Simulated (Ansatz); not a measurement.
Fluorite BaF2, treated with revPBE in Ansatz (plane waves, PAW).

Total energies, extrapolated to zero smearing (they compare only within this program, potentials and cutoff; free atoms with spin allowed, lowest state found):

```csv
system,energy (eV/atom)
"fluorite BaF2, relaxed",-2527.4172
free Ba atom,-5954.7267
free F atom,-806.2289
```

**Question.** Work out the cohesive energy per atom.

**Answer.** E_coh = [1 × (-5954.7267) + 2 × (-806.2289)]/3 − (-2527.4172) = 5.02 eV/atom. The reference value is 5.36 ± 0.03 eV/atom (worked out here from tabulated enthalpies at 298 K, copied from a table, unchecked, brought to a static lattice with a Debye model, atoms in their spin–orbit ground levels; inputs from the CRC Handbook), a difference of -0.34 eV/atom.

The PAW data were made under PBE.

Ansatz is a first-principles code.
